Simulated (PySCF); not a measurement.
Species: C5H6F (charge +1).
Atom-mapped SMILES: `[CH3:1][c+:2]1[cH:3][c:4]1[CH2:5][F:6]` (hydrogens: H7, H8, H9 on C1; H10 on C3; H11, H12 on C5)

All values: PBE0/def2-SVPD (PySCF, non-relativistic), on one gas-phase PBE0-D3(BJ)/def2-SVP geometry that isn't relaxed in the solvent. The solvent is an IEF-PCM continuum (van der Waals radii × 1.2). Only the electrostatic response of the medium enters.

Gas phase at PBE0/def2-SVPD: HOMO -14.94 eV, LUMO -6.92 eV.

What does the continuum do to the energy and the frontier levels at PBE0/def2-SVPD in chloroform and acetonitrile?

| solvent | ε | E(solvent) − E(gas) (kcal/mol) | polarisation term (kcal/mol) | distortion of the solute (kcal/mol) | HOMO (eV) | LUMO (eV) |
| --- | --- | --- | --- | --- | --- | --- |
| chloroform | 4.711 | -47.14 | -47.73 | 0.59 | -11.42 | -3.05 |
| acetonitrile | 35.69 | -58.55 | -59.66 | 1.11 | -10.60 | -2.12 |

Polarisation term: ½ Σ q·V over the induced surface charges. Distortion: the rise of the solute's own energy as its density leaves the gas-phase optimum. From chloroform to acetonitrile the lowering changes by a factor 1.24, Born's factor 1 − 1/ε by 1.23 and ε itself by 7.6.

Which radius a makes Born's formula ΔE = −(q²/2a)(1 − 1/ε) give the value in acetonitrile?

a = q²(1 − 1/ε)/(2|ΔE|) = 2.76 Å, with q = +1 e and |ΔE| = 0.0933 Eh; the farthest nucleus lies 2.81 Å from the centroid of the nuclei. The formula assumes a point charge at the centre of a sphere.

How does the static polarisability (PBE0/def2-SVPD, frozen core, with the continuum's full static response) change?

| medium | isotropic (au) | principal values (au) | ⟨r²⟩ of the electrons (bohr²) |
| --- | --- | --- | --- |
| gas | 50.8 | 36.4, 52.5, 63.5 | 616.6 |
| chloroform | 60.5 | 43.5, 62.9, 75.1 | 617.4 |
| acetonitrile | 64.7 | 47.1, 67.4, 79.5 | 617.7 |

The isotropic value in acetonitrile is 1.27 times the gas-phase one; no cavity-field correction is applied. ⟨r²⟩ is taken about the centre of nuclear charge.

Conformer computed: `[CH3:1][c+:2]1[cH:3][c:4]1[CH2:5][F:6]`: C3–C4–C5–F6 180°.
